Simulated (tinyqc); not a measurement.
Inside a calculation (part 2 of 2). Method: CIS and TDHF on RHF in the sto-3g basis, for H2O, spin multiplicity 1. Computed by tinyqc, a small Python program that keeps every step (integrals from PySCF). Command: `OMP_NUM_THREADS=1 python tinyqc.py 27602 27603 out.jsonl` (the two numbers bound the seeds that draw the settings). One thread of a shared host (Intel(R) Xeon(R) Processor @ 2.60GHz), about 0.06 s of CPU time with the checks.

Geometry (angstrom):
```
atom       x        y       z
O     0.0000   0.0000  0.0000
H     0.0000   0.9480  0.6330
H     0.0000  -0.9480  0.6330
```

## CIS triplet states

CIS matrix A, triplet (hartree), order 1>6, 1>7, 2>6, 2>7, 3>6, 3>7, 4>6, 4>7, 5>6, 5>7:
```
[[19.9274, 0.0000, 0.0073, 0.0000, 0.0000, -0.0075, -0.0171, 0.0000, 0.0000, 0.0000],
 [0.0000, 19.9841, 0.0000, 0.0092, -0.0075, 0.0000, 0.0000, -0.0034, 0.0000, 0.0000],
 [0.0073, 0.0000, 1.0385, 0.0000, 0.0000, -0.0862, -0.0481, 0.0000, 0.0000, 0.0000],
 [0.0000, 0.0092, 0.0000, 1.1541, -0.0862, 0.0000, 0.0000, 0.0219, 0.0000, 0.0000],
 [0.0000, -0.0075, 0.0000, -0.0862, 0.4297, 0.0000, 0.0000, -0.0647, 0.0000, 0.0000],
 [-0.0075, 0.0000, -0.0862, 0.0000, 0.0000, 0.5378, -0.0647, 0.0000, 0.0000, 0.0000],
 [-0.0171, 0.0000, -0.0481, 0.0000, 0.0000, -0.0647, 0.3048, 0.0000, 0.0000, 0.0000],
 [0.0000, -0.0034, 0.0000, 0.0219, -0.0647, 0.0000, 0.0000, 0.4064, 0.0000, 0.0000],
 [0.0000, 0.0000, 0.0000, 0.0000, 0.0000, 0.0000, 0.0000, 0.0000, 0.2434, 0.0000],
 [0.0000, 0.0000, 0.0000, 0.0000, 0.0000, 0.0000, 0.0000, 0.0000, 0.0000, 0.3428]]
```

Diagonalise A (1 hartree = 27.211386 eV); each vector has its largest component positive (the first on a tie).

triplet excitation energies (eV): [6.6229, 7.6667, 9.3277, 9.5342, 12.9097, 14.8191, 28.7021, 31.7107, 542.2530, 543.7960]

lowest vectors, order 1>6, 1>7, 2>6, 2>7, 3>6, 3>7, 4>6, 4>7, 5>6, 5>7:
```
[[0.0000, 0.0009, 0.0000, 0.0000, 0.0000, 0.0001],
 [0.0000, 0.0000, 0.0000, 0.0004, 0.0001, 0.0000],
 [0.0000, 0.0920, 0.0000, 0.0000, 0.0000, 0.1380],
 [0.0000, 0.0000, 0.0000, 0.0508, 0.1151, 0.0000],
 [0.0000, 0.0000, 0.0000, 0.6636, 0.7384, 0.0000],
 [0.0000, 0.2728, 0.0000, 0.0000, 0.0000, 0.9490],
 [0.0000, 0.9577, 0.0000, 0.0000, 0.0000, -0.2836],
 [0.0000, 0.0000, 0.0000, 0.7463, -0.6645, 0.0000],
 [1.0000, 0.0000, 0.0000, 0.0000, 0.0000, 0.0000],
 [0.0000, 0.0000, 1.0000, 0.0000, 0.0000, 0.0000]]
```

## TDHF (RPA) triplet states

Two-electron integrals over orbitals (pq|rs), unique and non-zero (hartree):
```
(11|11) 4.7470      (21|11) -0.4320     (21|21) 0.0621      (22|11) 1.0248
(22|21) -0.0158     (22|22) 0.7235      (31|31) 0.0101      (32|31) 0.0162
(32|32) 0.1278      (33|11) 0.7455      (33|21) -0.0046     (33|22) 0.6042
(33|33) 0.5811      (41|11) 0.1541      (41|21) -0.0206     (41|22) 0.0113
(41|33) 0.0050      (41|41) 0.0237      (42|11) -0.1433     (42|21) 0.0075
(42|22) -0.0287     (42|33) 0.0039      (42|41) 0.0196      (42|42) 0.1306
(43|31) -0.0020     (43|32) 0.0305      (43|43) 0.0560      (44|11) 0.9372
(44|21) -0.0111     (44|22) 0.6640      (44|33) 0.5582      (44|41) -0.0089
(44|42) -0.0943     (44|44) 0.7016      (51|51) 0.0260      (52|51) 0.0334
(52|52) 0.1519      (53|53) 0.0255      (54|51) -0.0111     (54|52) -0.0415
(54|54) 0.0469      (55|11) 1.1154      (55|21) -0.0123     (55|22) 0.7567
(55|33) 0.5915      (55|41) 0.0043      (55|42) -0.0780     (55|44) 0.6910
(55|55) 0.8802      (61|11) -0.1949     (61|21) 0.0295      (61|22) -0.0031
(61|33) 2.80e-04    (61|41) 0.0035      (61|42) 0.0202      (61|44) -0.0148
(61|55) -0.0054     (61|61) 0.0244      (62|11) 0.2597      (62|21) -0.0063
(62|22) 0.1272      (62|33) 0.0600      (62|41) 0.0181      (62|42) 0.0348
(62|44) 0.0642      (62|55) 0.1384      (62|61) 0.0093      (62|62) 0.0919
(63|31) 0.0021      (63|32) -0.0421     (63|43) -0.0417     (63|63) 0.0820
(64|11) 0.2718      (64|21) -0.0035     (64|22) 0.1319      (64|33) 0.0467
(64|41) 0.0021      (64|42) -0.0424     (64|44) 0.1326      (64|55) 0.1515
(64|61) -0.0010     (64|62) 0.0623      (64|64) 0.0974      (65|51) 0.0130
(65|52) 0.0510      (65|54) 0.0065      (65|65) 0.0333      (66|11) 0.7570
(66|21) -0.0073     (66|22) 0.5793      (66|33) 0.5381      (66|41) 0.0171
(66|42) 0.0481      (66|44) 0.5350      (66|55) 0.5655      (66|61) 0.0081
(66|62) 0.0851      (66|64) 0.0512      (66|66) 0.5678      (71|31) 0.0142
(71|32) 0.0217      (71|43) -0.0028     (71|63) 0.0025      (71|71) 0.0199
(72|31) 0.0149      (72|32) 0.0581      (72|43) -0.0268     (72|63) 0.0278
(72|71) 0.0200      (72|72) 0.0705      (73|11) 0.3739      (73|21) -0.0069
(73|22) 0.1724      (73|33) 0.0879      (73|41) -8.92e-05   (73|42) -0.0722
(73|44) 0.1466      (73|55) 0.2063      (73|61) -0.0052     (73|62) 0.0681
(73|64) 0.1010      (73|66) 0.0437      (73|73) 0.1587      (74|31) -0.0076
(74|32) -0.0688     (74|43) -0.0145     (74|63) 0.0576      (74|71) -0.0106
(74|72) -0.0179     (74|74) 0.0686      (75|53) 0.0240      (75|75) 0.0259
(76|31) 0.0075      (76|32) 0.0862      (76|43) 0.0647      (76|63) -0.0730
(76|71) 0.0103      (76|72) -0.0007     (76|74) -0.0595     (76|76) 0.1150
(77|11) 0.8459      (77|21) -0.0092     (77|22) 0.6093      (77|33) 0.5756
(77|41) 0.0034      (77|42) -0.0219     (77|44) 0.5791      (77|55) 0.6118
(77|61) -0.0039     (77|62) 0.0608      (77|64) 0.0552      (77|66) 0.5417
(77|73) 0.1037      (77|77) 0.5960
```

B(ia,jb) = - (ib|ja); the squared energies are the eigenvalues of (A - B)(A + B); 1 hartree = 27.211386 eV.

TDHF matrix B, triplet (hartree), order 1>6, 1>7, 2>6, 2>7, 3>6, 3>7, 4>6, 4>7, 5>6, 5>7:
```
[[-0.0244, 0.0000, -0.0093, 0.0000, 0.0000, -0.0025, 0.0010, 0.0000, 0.0000, 0.0000],
 [0.0000, -0.0199, 0.0000, -0.0200, 0.0052, 0.0000, 0.0000, 0.0106, 0.0000, 0.0000],
 [-0.0093, 0.0000, -0.0919, 0.0000, 0.0000, -0.0278, -0.0623, 0.0000, 0.0000, 0.0000],
 [0.0000, -0.0200, 0.0000, -0.0705, -0.0681, 0.0000, 0.0000, 0.0179, 0.0000, 0.0000],
 [0.0000, 0.0052, 0.0000, -0.0681, -0.0820, 0.0000, 0.0000, -0.1010, 0.0000, 0.0000],
 [-0.0025, 0.0000, -0.0278, 0.0000, 0.0000, -0.1587, -0.0576, 0.0000, 0.0000, 0.0000],
 [0.0010, 0.0000, -0.0623, 0.0000, 0.0000, -0.0576, -0.0974, 0.0000, 0.0000, 0.0000],
 [0.0000, 0.0106, 0.0000, 0.0179, -0.1010, 0.0000, 0.0000, -0.0686, 0.0000, 0.0000],
 [0.0000, 0.0000, 0.0000, 0.0000, 0.0000, 0.0000, 0.0000, 0.0000, -0.0333, 0.0000],
 [0.0000, 0.0000, 0.0000, 0.0000, 0.0000, 0.0000, 0.0000, 0.0000, 0.0000, -0.0259]]
```

squared energies w^2 (hartree^2): [0.0517, 0.0581, 0.0901, 0.1168, 0.2216, 0.2758, 1.1019, 1.3474, 397.1017, 399.3642]

TDHF energies from the positive w^2 (eV): [6.1894, 6.5605, 8.1684, 9.3011, 12.8107, 14.2907, 28.5645, 31.5858, 542.2525, 543.7950]
